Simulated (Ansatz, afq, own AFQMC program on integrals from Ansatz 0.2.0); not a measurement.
Integrals from Ansatz 0.2.0, then the random walk in our own AFQMC program (afq).

```yaml
crystal:
  periodic: [false, false, false]
  atoms:
    - {symbol: N, position_ang: [0.000000, 0.000000, 0.000000]}
    - {symbol: N, position_ang: [0.000000, 0.000000, 1.266308]}
basis:
  gaussian: {orbitals: 6-31G}
magnetization: {spin_polarized: true, initial_magnetization: 2}
correlation: {method: ccsd_t, electrons: outside_noble_gas, hamiltonian_folder: ham}
```

```sh
$ ansatz run in.yaml --threads 1 --pin off --events-out ev --progress --plain --max-ram 24576MiB --backend cuda --devices 0, --max-vram 18GiB
```

afq runs on the folder ham with

```
--method phaseless --trial hf --walkers 4000 --populations 20 --least-time 40 --time-step 0.005 --steps-per-block 20 --equilibration-blocks 112 --max-blocks 4000 --target-error 0.0009500 --factor-cut 1e-05 --start spin_pure --seed 9556 --taylor-order 6
```

Times are imaginary, in 1/Eh. The walk had a cap of 49 s. With eight or more populations the least sampling time is a fifth of least-time, and the error comes from their spread.

afq prints:

```
orbitals 16  electrons 6 4  factors 95 of 269
reference energy -108.68862626 Eh
CCSD correlation -0.18778527 Eh in 17 cycles, weight of the determinant in the CISD state 0.6968
energy of the start -108.700171 Eh
 block  time / (1/Eh)  mean weight  energy / Eh
     1     0.100  1.0007  -108.737821
     2     0.200  1.0015  -108.767338
     3     0.300  1.0010  -108.787290
     4     0.400  1.0010  -108.805180
     5     0.500  1.0009  -108.816180
     8     0.800  1.0004  -108.838784
    15     1.500  1.0000  -108.862625
    36     3.600  0.9997  -108.861203
    57     5.700  1.0001  -108.871696
    78     7.800  0.9997  -108.875827
    92     9.200  1.0000  -108.884559
    99     9.900  1.0002  -108.873043
   120    12.000  0.9999  -108.877974
   141    14.100  1.0003  -108.875661
   162    16.200  0.9999  -108.875814
   183    18.300  1.0000  -108.878623
   204    20.400  1.0003  -108.878287
   225    22.500  1.0001  -108.874332
   246    24.600  1.0000  -108.875405
   267    26.700  0.9993  -108.867738
   288    28.800  0.9998  -108.870111
   302    30.200  1.0002  -108.882745
error from the spread of 20 populations
energy -108.875847 +/- 0.000946 Eh
(rows thinned)
```

The run passed its tests (sampling time, drift between the halves within three errors, error under three times the target), which doesn't prove that it has relaxed.

Against this walk (error 25.7 meV) on the same determinant: CCSD(T) 354.5 meV lower, CCSDT(Q) 679.6 meV lower, CCSDTQ 632.3 meV lower, full CI 634.5 meV lower. The error is statistical and leaves out the bias of the constraint. The determinant has ⟨S²⟩ = 2.30, so the low cluster orders mix in higher spin, while the walk starts as a pure triplet. Full CI is exact here, so the walk's 634 meV above it is the walk's own error: the bias of the constraint with this trial. The determinant is a poor start (see the cautions), so the low cluster orders aren't to be relied on, and full CI is the sure value.

Cautions: constraint bias not in the error; lower spins were not checked; strong correlation (T1 0.071, weight of the determinant 0.70, largest double 0.41); (T) is large, 7 % of the CCSD correlation; unrestricted determinant spin contaminated (⟨S²⟩ 2.30 against 2.00); CCSD(T) is in doubt: in a space of 10 electrons in 9 natural orbitals full CI lies 94 meV below it; the CCSDT(Q) amplitudes may be one of several solutions (largest double 1.02); the CCSDTQ amplitudes may be one of several solutions (largest double 1.04).

The walk took 24 s on 1 × NVIDIA H100 80GB HBM3 with 2 threads of AMD EPYC 7R13 Processor (Zen 3), with other jobs on the host (the card was shared). The log's last line is the phaseless energy.

CCSDT and higher add their correlation energy to the determinant of the CCSD(T) run, since their own runs factorise the integrals more tightly (a shift of under 2 meV).
